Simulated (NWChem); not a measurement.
System: chloromethane (CH3Cl); SMILES CCl

All runs: NWChem. Pople sets run with spherical d functions. Coordinates come from a PBE0/def2-SVP optimisation. Level: PBE0/6-31+G*; rows give the wavelength of the field.

```tsv
field	isotropic polarisability (bohr³)	anisotropy (bohr³)
static	22.6	10.0
1065 nm	22.7	10.1
589 nm	23.1	10.4
400 nm	23.8	10.8
```
